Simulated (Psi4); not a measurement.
# A ladder of methods for SiH4 (SMILES [SiH4])

The species is SiH4 (5 atoms), meant as a singlet with charge 0. As SMILES, `[SiH4]`. Geometry: optimised at PBE0/def2-TZVP.

```csv
atom,x (Å),y (Å),z (Å)
Si,0.0436,0.0059,0.0101
H,1.0200,-0.6985,0.8791
H,-1.2751,0.0583,0.6905
H,-0.0944,-0.7287,-1.2730
H,0.5206,1.3860,-0.2584
```

Quantity: the HOMO–LUMO gap, in eV. The values are calculated.

| level | kind | program | value (eV) | CPU time |
| --- | --- | --- | --- | --- |
| PBE-D4/def2-TZVPP (density fitting) | GGA | Psi4 | 8.72 | 27 s |
| r2SCAN-D4/def2-TZVPP (density fitting) | meta-GGA | Psi4 | 9.55 | 54 s |
| B3LYP-D4/def2-TZVPP (density fitting) | global hybrid | Psi4 | 10.48 | 28 s |
| PBE0-D4/def2-TZVPP (density fitting) | global hybrid | Psi4 | 10.91 | 29 s |
| wB97M-V/def2-TZVPP (density fitting) | range-separated hybrid | Psi4 | 14.87 | 66 s |

The values span 8.72 to 14.87 eV. Orbital gaps aren't excitation energies; they tend to grow with the share of exact exchange. CPU times are rough (shared hosts, several kinds of processor and program).
